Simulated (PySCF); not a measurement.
**SiH2Cl2 (dichlorosilane (DCS)): MP2/STO-6G**

Aim: the energy change on altering one bond length of SiH2Cl2 (dichlorosilane (DCS)) at MP2/STO-6G, from 2 runs. 

The calculation is run with PySCF 2.14.0.

11 further runs of the same task are left out: 11 set aside as unsound or not needed.

### Step 1. The structure to begin with

SiH2Cl2 has 5 atoms, charge 0, and is taken as a singlet. SMILES: `Cl[SiH2]Cl`. The coordinates come from a PBE0-D4/def2-TZVP relaxation.

Bond lengths: Cl1–Si2 2.040 Å, Si2–Cl3 2.040 Å, Si2–H4 1.476 Å, Si2–H5 1.476 Å. Angles: Cl1–Si2–Cl3 110.1°, Cl1–Si2–H4 108.5°, Cl1–Si2–H5 108.5°, Cl3–Si2–H4 108.5°, Cl3–Si2–H5 108.5°, H4–Si2–H5 112.7°.

### Step 2. The energy at MP2/STO-6G

File run.py:

```python
# Cl[SiH2]Cl
from pyscf import gto, mp

mol = gto.Mole()
mol.atom = '''
Cl      -1.036100      -0.393400       1.609300
Si       0.136800      -0.071700      -0.028900
Cl      -0.799200       1.196800      -1.324000
H        0.352000      -1.362200      -0.711200
H        1.396500       0.556600       0.413400
'''
mol.basis = 'sto-6g'
mol.spin = 0
mol.charge = 0
mol.verbose = 3
mol.max_memory = 1860
mol.build()

mf = mol.RHF()
mf.conv_tol = 1e-10
mf.kernel()
if not mf.converged:
    mf = mf.newton().run(mf.mo_coeff, mf.mo_occ)

pt = mp.MP2(mf, frozen=15).run()
energy = pt.e_tot
print(f'total energy: {energy:.8f} hartree')
```

Command:

```sh
OMP_NUM_THREADS=1 python run.py
```

What it wrote:

```text
converged SCF energy = -1205.13599835783
E(RMP2) = -1205.18155355484  E_corr = -0.0455551970180254
E(SCS-RMP2) = -1205.18764781889  E_corr = -0.0516494610634929
total energy: -1205.18155355 hartree
```

Run time: 1.2 s. Hardware: 1 thread of Arm Neoverse V2, shared host; peak memory 0.12 GiB.

### Step 3. The distorted shape at the same level

File input.xyz:

```xyz
5
Cl2H2Si
Cl    -0.287293    -1.408209     2.645390
Si     0.885607    -1.086509     1.007190
Cl    -0.799200     1.196800    -1.324000
H      1.100807    -2.377009     0.324890
H      2.145307    -0.458209     1.449490
```

File input.py:

```python
from pyscf import gto, scf, mp

mol = gto.M(
    atom='input.xyz',
    spin=0,
    basis='sto-6g',
    verbose=3,
    max_memory=1860,
)

hf = scf.RHF(mol)
hf.conv_tol = 1e-10
hf.kernel()
if not hf.converged:
    hf = hf.newton().run(hf.mo_coeff, hf.mo_occ)

pt = mp.MP2(hf, frozen=15).run()
energy = pt.e_tot
print('Final energy', energy)
```

Command:

```sh
OMP_NUM_THREADS=1 python input.py
```

What it wrote:

```text
converged SCF energy = -1204.8989622395
E(RMP2) = -1204.98518164429  E_corr = -0.0862194047844272
E(SCS-RMP2) = -1204.99806666589  E_corr = -0.0991044263904604
Final energy -1204.9851816442874
```

Wall time 1.1 s (1 thread of Arm Neoverse V2, shared host); peak memory 0.12 GiB.

### Step 4. What came out

At MP2/STO-6G, 15 core orbitals frozen:

```
                                                           quantity           value
                                          first shape: total energy  -1205.18155 Eh
                  first shape: dipole moment (Hartree–Fock density)          2.96 D
                   first shape: HOMO energy (Hartree–Fock orbitals)       -10.81 eV
                   first shape: LUMO energy (Hartree–Fock orbitals)         7.92 eV
                 first shape: HOMO–LUMO gap (Hartree–Fock orbitals)        18.73 eV
          first shape: correlation energy (15 core orbitals frozen)       -45.6 mEh
                                      distorted shape: total energy  -1204.98518 Eh
              distorted shape: dipole moment (Hartree–Fock density)          7.78 D
               distorted shape: HOMO energy (Hartree–Fock orbitals)        -6.18 eV
               distorted shape: LUMO energy (Hartree–Fock orbitals)        -0.48 eV
             distorted shape: HOMO–LUMO gap (Hartree–Fock orbitals)         5.71 eV
      distorted shape: correlation energy (15 core orbitals frozen)       -86.2 mEh
energy change with the Si2–Cl3 bond stretched from 2.040 to 3.672 Å        5.344 eV
```

What this shows: One bond (distorted shape) is far stretched, which a spin-restricted single reference describes badly; perturbation theory on it can break down and give far too much correlation. With the Si2–Cl3 bond stretched from 2.040 to 3.672 Å the energy rises by 5.34 eV (123 kcal/mol). The first shape isn't relaxed at this level, so the change isn't measured from a minimum. A restricted reference can't describe the breaking bond well at this length. The minimal basis adds a large error of its own. Mulliken charges (first shape) of the mean-field density run from -0.36 on Cl1 to +0.93 on Si2; they depend strongly on the basis. Mulliken charges (distorted shape) of the mean-field density run from -0.51 on Cl3 to +0.93 on Si2; they depend strongly on the basis.
